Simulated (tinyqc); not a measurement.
Inside a calculation. Method: RHF in the sto-6g basis, for CH3+, spin multiplicity 1. One step of it, computed by the program tinyqc.

Problem. Orthogonalisation. S = U s U^T; symmetric (Loewdin) form X = U s^(-1/2) U^T, so that X^T S X = 1.

overlap S, lower triangle:
```
           1C 1s     1C 2s     1C 2px     1C 2py     1C 2pz     2H 1s     3H 1s     4H 1s
1C 1s   1.000000
1C 2s   0.243228  1.000000
1C 2px  0.000000  0.000000   1.000000
1C 2py  0.000000  0.000000   0.000000   1.000000
1C 2pz  0.000000  0.000000   0.000000   0.000000   1.000000
2H 1s   0.060540  0.475349   0.457531   0.000000  -0.004911  1.000000
3H 1s   0.060447  0.474965  -0.228507   0.396107  -0.004905  0.132591  1.000000
4H 1s   0.060447  0.474965  -0.228507  -0.396107  -0.004905  0.132591  0.132344  1.000000
```

Give: eigenvalues of S; X.

Solution.

eigenvalues of S: 0.2790  0.3696  0.3698  0.9642  1.0002  1.4977  1.4979  2.0217

X, lower triangle:
```
          1C 1s    1C 2s   1C 2px   1C 2py  1C 2pz    2H 1s    3H 1s   4H 1s
1C 1s    1.0266
1C 2s   -0.1587   1.4007
1C 2px   0.0000   0.0003   1.1823
1C 2py   0.0000   0.0000   0.0000   1.1823
1C 2pz   0.0003  -0.0038   0.0000   0.0000  1.0000
2H 1s    0.0224  -0.3260  -0.3358   0.0000  0.0033   1.2492
3H 1s    0.0224  -0.3255   0.1676  -0.2905  0.0033  -0.0307   1.2486
4H 1s    0.0224  -0.3255   0.1676   0.2905  0.0033  -0.0307  -0.0307  1.2486
```
